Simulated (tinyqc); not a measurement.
Worked calculation: ROHF in the sto-3g basis, for LiH, spin multiplicity 3. One step of it, computed by the program tinyqc.

Task: Iteration 3: DIIS coefficients. Solve [B -1; -1 0][c; lambda] = [0; -1] for the coefficients, which sum to one.

B (overlaps of the stored error matrices):
```
               1              2
1  1.1218741e-01  2.0756109e-04
2  2.0756109e-04  4.3201396e-03
```

Give: DIIS coefficients.

Result:

DIIS coefficients: 0.035  0.965
